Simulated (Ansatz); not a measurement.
A run of Ansatz (development build ahead of 0.2.0) on singlet C₂H₆ at this shape:

```xyz
8

C     0.0252   -0.0241   -0.8350
C     0.0572   -0.0154    0.7650
H    -0.0256   -0.9827   -1.1871
H    -0.9242    0.5314   -1.1187
H     0.9016    0.5881   -1.1827
H    -0.0199    1.0285    1.1778
H    -0.9455   -0.4954    1.2168
H     0.9067   -0.5316    1.1766
```

Its results:

```
Converged                       : yes
Reference energy                : -79.15587 hartree
Correlation energy              : -0.30376 hartree
Total energy                    : -79.45963 hartree
Spin squared of the determinant : 0.000
```

(1) Which input gives this output? Name the method, the orbitals and the basis set, and write the input.

Results:

(1) RHF-MP2 in def2-SVP. An unrestricted run that stays on the closed shell gives the same numbers.

```yaml
crystal:
  periodic: [false, false, false]
  atoms:
    - { symbol: C, position_ang: [0.02517, -0.02407, -0.83503] }
    - { symbol: C, position_ang: [0.05722, -0.01535, 0.76501] }
    - { symbol: H, position_ang: [-0.02561, -0.98268, -1.18706] }
    - { symbol: H, position_ang: [-0.92419, 0.53138, -1.1187] }
    - { symbol: H, position_ang: [0.90164, 0.58808, -1.18272] }
    - { symbol: H, position_ang: [-0.0199, 1.02854, 1.1778] }
    - { symbol: H, position_ang: [-0.94551, -0.49536, 1.21685] }
    - { symbol: H, position_ang: [0.90674, -0.53161, 1.17656] }
basis:
  gaussian: { orbitals: def2-SVP }
hamiltonian:
  xc: hf
correlation:
  method: mp2
  frozen_orbitals: { C: 1, H: 0 }
```
